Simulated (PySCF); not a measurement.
Work out the structure from these simulated measurements.

Elements present: C and F. Monoisotopic mass: 49.9968 u; singlet state.

| Quantity | Value |
| --- | --- |
| UV, first state | lowest singlet excitation: 4.63 eV (268 nm, f = 0.030) [TDDFT CAM-B3LYP/def2-SVPD] |
| Dipole | 0.63 D [CAM-B3LYP/def2-SVPD] |
| Triplet | lowest triplet excitation (Tamm–Dancoff): 2.29 eV [TDA CAM-B3LYP/def2-SVPD] |
| Polarisability | 16.2 au [CAM-B3LYP/def2-SVPD] |
| Rotational structure | rotational constants A, B, C: 89.375, 12.381, 10.874 GHz [GFN2-xTB] |
| XPS | C1s 298.2, F1s 695.4 (×2) eV [ΔSCF SCAN, pcX-2 on the ionised atom, pcseg-1 elsewhere, spin-free X2C] |

Electronic properties: PySCF, gas phase, density fitting. Levels stand in brackets. Isolated species at its GFN2-xTB geometry, gas phase.

Question: Which formula fits the mass and the elements?

Answer: CF2 (calculated 49.9968). No other formula that holds each of these elements comes within 0.0003 u with a fitting electron parity and a possible valence count.

Question: Propose a structure and show how it fits.

Answer: Numbering: `[F:1][C:2][F:3]`. The core levels belong to: C1s 298.2 eV, carbon bonded to 2 F [C2]; F1s 695.4 eV, fluorine bonded to C [F1/F3]. S1 is mainly HOMO→LUMO (weight 0.99); the largest Löwdin shares of the orbital it empties are 0.63 on the carbon bonded to 2 F and 0.19 on each of 2 atoms of one kind (fluorine bonded to C), of the orbital it fills 0.63 on the carbon bonded to 2 F and 0.19 on each of 2 atoms of one kind (fluorine bonded to C). The optimised geometry has point group C2v and is an asymmetric top. Structure: `F[C]F` [singlet]. The assignments are read from this structure; whether some other isomer fits the data as well wasn't checked.
